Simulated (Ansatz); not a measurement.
Results of HSE06 in Ansatz (PAW) for fcc Ag.

Settings: plane-wave cutoff 460 eV, 14×14×14 k mesh, Fermi–Dirac smearing 0.05 eV, no spin polarisation, scalar-relativistic PAW data made under PBE.

Energies at three volumes about the minimum:

| V (Å³/atom) | E − E_lowest (meV/atom) |
|---|---|
| 17.510 | 0.79 |
| 17.725 | 0.00 |
| 18.168 | 2.71 |

Problem. Fit a parabola by hand: where is the minimum, what lattice constant follows, and what is the bulk modulus?

Solution. Slopes: (0.00 − 0.79)/(17.725 − 17.510) = -3.674 and (2.71 − 0.00)/(18.168 − 17.725) = 6.117 meV/Å³. Curvature E″ = 2 × (6.117 − (-3.674))/(18.168 − 17.510) = 29.760 meV/Å⁶. From the middle of the first interval, the slope vanishes at V0 = 17.6175 − (-3.674)/29.760 = 17.741 Å³/atom. B = V0 E″ = 17.741 × 29.760 meV/Å³ × 0.1602 GPa per meV/Å³ = 84.6 GPa. With 4 atoms in the cube, a = (4 × 17.741)^(1/3) = 4.140 Å. The full Birch–Murnaghan fit to all volumes gives V0 = 17.735 Å³/atom and B0 = 86.5 GPa.

Measured, for comparison: bulk modulus 110 GPa (corrected for temperature and zero-point phonon effects, sources range from 104 to 111; as tabulated in Levämäki et al. (2014), arXiv:1402.3671); lattice constant a 4.062 Å (static lattice: zero-point anharmonic expansion removed, sources range from 4.056 to 4.063; as tabulated in Mejia-Rodriguez and Trickey (2018), arXiv:1807.09216). Computed less measured: bulk modulus -21 % (-17 % to -22 % over the range).

Ansatz is a program for electronic structure.
